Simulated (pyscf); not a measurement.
Structures and frequencies: ωB97X-D3(BJ)/def2-SVP in PySCF. Correlated levels are frozen-core, on RHF or UHF. ΔMP2 is the change of the MP2 total energy from the triple- to the quadruple-zeta basis.

Question: F–B(F)–F (SMILES FB(F)F) + HCl (SMILES Cl) -> HF (SMILES F) + F–B(F)–Cl (SMILES FB(F)Cl)
Surface: singlet. Broken: B–F, Cl–H. Formed: F–H, B–Cl. Give ΔE‡ and ΔE from CCSD(T)/def2-TZVPP + ΔMP2(QZVPP), relative to the separated reactants.

Answer: ΔE‡ = 30.2 kcal/mol, ΔE = +15.3 kcal/mol. Zero-point energy shifts the barrier by 0.0 kcal/mol. It is a four-centre exchange, with an imaginary mode of 969i cm⁻¹. This is the saddle that the search found; another between the same sides may lie lower. The CCSD(T) − MP2 part came from Ansatz, without density fitting, on the same reference.
